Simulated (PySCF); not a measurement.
C2H6S. Atoms are numbered in the order given.

```xyz
9

C      1.3688     0.0000    -0.5070
S      0.0000     0.0000     0.6544
C     -1.3688     0.0000    -0.5070
H      1.3533    -0.8926    -1.1358
H      2.2887     0.0000     0.0784
H      1.3533     0.8926    -1.1358
H     -1.3533    -0.8926    -1.1358
H     -2.2887     0.0000     0.0784
H     -1.3533     0.8926    -1.1358
```

Geometry optimised at PBE0-D3(BJ)/def2-TZVP.

Method: PBE/def2-TZVPD in PySCF.

Symmetry labels are those of the subgroup C2v that the program uses (full group C2v).

List the valence orbital energies around the gap with their symmetry. (Estimate from the structure and the level; the computed values follow.)


```
orbital  symmetry  energy (eV)
-------  --------  -----------
HOMO−7         A1       -14.65
HOMO−6         A1       -10.83
HOMO−5         B2       -10.74
HOMO−4         B1       -10.44
HOMO−3         A2        -9.90
HOMO−2         B1        -8.89
HOMO−1         A1        -7.59
HOMO           B2        -5.06
LUMO           B1        -0.33
LUMO+1         A1        -0.24
LUMO+2         A1         0.35
LUMO+3         B2         0.67
```
